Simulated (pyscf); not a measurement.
A first-order saddle from PySCF, ωB97X-D3(BJ)/def2-SVP:

```
Ge
H 1 1.5322
H 1 1.5322 2 110.80
H 1 1.5364 2 110.87 3 -123.53
H 1 1.6131 2 107.45 3 117.12
O 5 1.4707 1 133.39 2 -59.67
```
Charge 0, spin multiplicity 3.

Surface: triplet, charge 0. Lowest wavenumbers (cm⁻¹): 749i, 124, 201, 571, 785.

Question: What reaction is this the transition state of?

Answer: GeH₄ + O [triplet] ⇌ GeH₃• + OH•, a hydrogen abstraction read from left to right: Ge–H broken and H–O formed. At CCSD(T)/def2-TZVPP + ΔMP2(QZVPP) it lies +21.4 kJ/mol from the left side and +84.9 kJ/mol from the right (each side as separated species at their lowest minima found). GeH₃• + OH• also meet on a surface of lower spin, which isn't treated here. One saddle was located; it need not be the lowest between these sides. The angle at the transferred H is 133°. The CCSD(T) − MP2 part came from Ansatz, without density fitting, on the same reference. The frozen core leaves the outer d or s,p core shells of the metals and heavy elements correlated in the MP2 and CC values, and def2-TZVPP describes them poorly, which can shift differences by a few kcal/mol. Left out: the spin-orbit lowering of OH, O. Elements up to Kr have no core potential and no relativistic terms here.
